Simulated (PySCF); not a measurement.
B(F)3 cation (BF3), SMILES FB(F)F (connectivity only; charge and spin as stated), charge +1, multiplicity 2. Atoms are numbered in the order given.

```xyz
4

B      0.0000     0.0000    -0.1798
F      0.0000     0.0000    -1.4323
F      0.0000    -0.9856     0.7661
F      0.0000     0.9856     0.7661
```
Charge +1, spin multiplicity 2.

Geometry optimised at ωB97X-D3(BJ)/def2-TZVP. The spin state was assumed, not searched. The isomer is the one that the SMILES or the coordinates give; other isomers of the formula were not compared.

All values below come from PBE/def2-TZVPD in PySCF.

Mulliken values depend strongly on the basis, most of all with diffuse functions as here. ESP charges are fitted to the potential on shells at 1.4 to 2.0 van der Waals radii. Atomic charges (e):

```
atom  meta-Löwdin  Mulliken  ESP fit  Mulliken spin
----  -----------  --------  -------  -------------
B1           0.94      0.73        …          -0.04
F2          -0.08      0.04        …           0.05
F3           0.07      0.12        …           0.50
F4           0.07      0.12        …           0.50
```

Problem. Complete the blanks. (An estimate is asked for; the answer gives what the named calculation found.)

Solution. 
- B1, ESP fit: 0.78
- F2, ESP fit: -0.01
- F3, ESP fit: 0.12
- F4, ESP fit: 0.12
